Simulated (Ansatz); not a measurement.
A made-up structure of CH5B2, doublet:

```json
{"atom": "B1", "x (Å)": "0.1935", "y (Å)": "0.8604", "z (Å)": "0.1611"}
{"atom": "C2", "x (Å)": "-0.8461", "y (Å)": "-0.1579", "z (Å)": "-0.3397"}
{"atom": "B3", "x (Å)": "0.7021", "y (Å)": "-0.5914", "z (Å)": "0.1154"}
{"atom": "H4", "x (Å)": "-1.8060", "y (Å)": "-0.3271", "z (Å)": "-0.7563"}
{"atom": "H5", "x (Å)": "0.6258", "y (Å)": "1.6270", "z (Å)": "-0.5792"}
{"atom": "H6", "x (Å)": "0.0290", "y (Å)": "1.3510", "z (Å)": "1.1881"}
{"atom": "H7", "x (Å)": "1.6157", "y (Å)": "-1.3362", "z (Å)": "0.2333"}
{"atom": "H8", "x (Å)": "-0.3865", "y (Å)": "-1.3441", "z (Å)": "0.0348"}
```

It is relaxed with PBE-D4/def2-SVP and then PBE0-D4/def2-TZVP (Ansatz 0.2.0). Atoms count as bonded within 1.22 times the sum of their covalent radii (H–H: 0.88 Å). The end point is not checked to be a true minimum.

Does its bonding change? (A judgement: the text doesn't fix the answer.)

Computed: Yes. Formed: C2–H8, B3–H6; broken: B3–H8.

Where it ends: The first stage lowers the energy by 2.69 eV in 19 steps. It ends as CH₅B₂ ([H]1[BH]2[CH2][BH]12):
B1  (-0.039, 0.932, -0.045)
C2  (-0.723, -0.432, -0.243)
B3  (0.749, -0.521, 0.197)
H4  (-0.994, -0.746, -1.252)
H5  (-0.106, 2.111, -0.145)
H6  (1.050, 0.681, 0.669)
H7  (1.692, -1.207, 0.407)
H8  (-1.501, -0.736, 0.469)
(Å)

Labels in which every atom is bracketed show which atoms are joined, not bond orders.

For scale, one of the runs: PBE0-D4/def2-TZVP relaxation, 123 basis functions, launched by `ansatz run in.yaml --threads 2 --pin off --events-out ev --progress --plain --max-ram 4352MiB`. Hardware: 2 CPU threads of an Arm Neoverse V2, shared host. Wall time about 12 s.
